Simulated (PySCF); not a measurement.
Cartesian coordinates in Å; atom numbers follow the order of the lines, from 1:
```xyz
18

C     2.982    0.485   -0.058
C     1.716   -0.087   -0.602
C     0.661   -0.465    0.126
C    -0.612   -1.037   -0.414
C    -1.849   -0.201   -0.072
C    -1.843    1.181   -0.704
H     3.851   -0.144   -0.318
H     2.947    0.579    1.038
H     3.185    1.484   -0.480
H     1.662   -0.206   -1.693
H     0.708   -0.343    1.218
H    -0.752   -2.054   -0.005
H    -0.531   -1.150   -1.509
H    -2.750   -0.753   -0.390
H    -1.927   -0.107    1.026
H    -2.739    1.757   -0.427
H    -1.816    1.115   -1.804
H    -0.959    1.759   -0.391
```

Geometry: PBE0-D3(BJ)/def2-SVP; GIAO shifts from PySCF 2.14, gas phase, non-relativistic, averaged over equivalent atoms.

At KT2/pcSseg-1 (162 basis functions, 30 s wall time on 1 thread of an Arm Neoverse V1, shared host):
| atoms | δ (ppm) |
| --- | --- |
| C3 | 130.2 |
| C2 | 126.7 |
| C4 | 39.5 |
| C5 | 26.0 |
| C1 | 21.6 |
| C6 | 14.7 |
| H10 | 5.52 |
| H11 | 5.28 |
| H12/H13 | 2.07 |
| H7/H8/H9 | 1.77 |
| H14/H15 | 1.35 |
| H16/H17/H18 | 0.86 |

References, each an isolated molecule treated in the same way: 13C (σ = 183.22 ppm), 1H (σ = 31.18 ppm) vs TMS.

Question: Estimate the result of repeating the calculation with PBE0/pcSseg-1.

Answer: 
```
      atoms  δ at PBE0/pcSseg-1  change
         C3               140.0    +9.8
         C2               135.7    +9.0
         C4                38.0    -1.5
         C5                24.4    -1.6
         C1                21.2    -0.4
         C6                14.3    -0.4
        H10                5.63   +0.11
        H11                5.43   +0.15
    H12/H13                1.99   -0.08
   H7/H8/H9                1.77   +0.00
    H14/H15                1.28   -0.07
H16/H17/H18                0.84   -0.02
```

Shifts are taken against calculated references (same method and geometry level): TMS for 13C (184.41 ppm), 1H (31.27 ppm).

The largest change is at C3 (alkene CH). Cost: 162 basis functions, 28 s wall time on 1 thread of an Arm Neoverse V1, shared host. The order of the carbon signals is the same at both levels.
